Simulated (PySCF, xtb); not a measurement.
Bonds broken one at a time in the series SiH2(OH)-X. Isolated molecules, 0 K electronic values unless said otherwise. One relaxed conformer stands for each flexible species; it need not be the lowest. Strings in code marks are SMILES.

Quantity: homolytic bond dissociation enthalpy at 298 K (no spin–orbit term), in kcal/mol. Thermal and zero-point terms are GFN2-xTB rigid-rotor harmonic values (xtb).

Level 1: PBE0-D4/def2-TZVP (PySCF)
Level 2: B3LYP/3-21G // PBE0-D4/def2-TZVP (PySCF)
Level 3: B3LYP/6-311+G** // PBE0-D4/def2-TZVP (PySCF)
Level 4: PBE/6-31G* // PBE0-D4/def2-TZVP (PySCF)

```json
[
 {"species": "Si–O bond of `C[SiH2]O` (C–Si–O–H torsion 70°), giving `C[SiH2]` and `[OH]`", "level 1": "121.0", "level 2": "112.1", "level 3": "114.7", "level 4": "[?]"},
 {"species": "Si–O bond of `N#C[SiH2]O`, giving `N#C[SiH2]` and `[OH]`", "level 1": "120.0", "level 2": "110.7", "level 3": "113.1", "level 4": "118.4"},
 {"species": "Si–O bond of `O=C[SiH2]O` (O–C–Si–O torsion 0°, C–Si–O–H torsion 0°), giving `O=C[SiH2]` and `[OH]`", "level 1": "117.9", "level 2": "108.2", "level 3": "110.4", "level 4": "115.9"},
 {"species": "O–Si bond of `O[SiH3]`, giving `[OH]` and `[SiH3]`", "level 1": "118.5", "level 2": "107.2", "level 3": "112.2", "level 4": "116.6"},
 {"species": "C–Si bond of `CC(=O)[SiH2]O` (O–C–Si–O torsion 0°, C–Si–O–H torsion 0°), giving `C[C]=O` and `O[SiH2]`", "level 1": "[?]", "level 2": "[?]", "level 3": "[?]", "level 4": "74.9"},
 {"species": "C–Si bond of `N#C[SiH2]O`, giving `O[SiH2]` and `[C]#N`", "level 1": "126.4", "level 2": "125.9", "level 3": "122.4", "level 4": "[?]"},
 {"species": "C–Si bond of `O=C[SiH2]O` (O–C–Si–O torsion 0°, C–Si–O–H torsion 0°), giving `O[SiH2]` and `[CH]=O`", "level 1": "72.5", "level 2": "72.4", "level 3": "68.2", "level 4": "[?]"},
 {"species": "C–C bond of `CC[SiH2]O` (C–C–Si–O torsion -58°, C–Si–O–H torsion -73°), giving `[CH2][SiH2]O` and `[CH3]`", "level 1": "[?]", "level 2": "[?]", "level 3": "79.0", "level 4": "88.8"}
]
```

Q: Fill in the missing entries.

A: 
- Si–O bond of `C[SiH2]O` (C–Si–O–H torsion 70°), giving `C[SiH2]` and `[OH]`, level 4: 119.3
- C–Si bond of `CC(=O)[SiH2]O` (O–C–Si–O torsion 0°, C–Si–O–H torsion 0°), giving `C[C]=O` and `O[SiH2]`, level 1: 73.4
- C–Si bond of `CC(=O)[SiH2]O` (O–C–Si–O torsion 0°, C–Si–O–H torsion 0°), giving `C[C]=O` and `O[SiH2]`, level 2: 74.0
- C–Si bond of `CC(=O)[SiH2]O` (O–C–Si–O torsion 0°, C–Si–O–H torsion 0°), giving `C[C]=O` and `O[SiH2]`, level 3: 67.9
- C–Si bond of `N#C[SiH2]O`, giving `O[SiH2]` and `[C]#N`, level 4: 121.6
- C–Si bond of `O=C[SiH2]O` (O–C–Si–O torsion 0°, C–Si–O–H torsion 0°), giving `O[SiH2]` and `[CH]=O`, level 4: 74.0
- C–C bond of `CC[SiH2]O` (C–C–Si–O torsion -58°, C–Si–O–H torsion -73°), giving `[CH2][SiH2]O` and `[CH3]`, level 1: 84.5
- C–C bond of `CC[SiH2]O` (C–C–Si–O torsion -58°, C–Si–O–H torsion -73°), giving `[CH2][SiH2]O` and `[CH3]`, level 2: 87.3
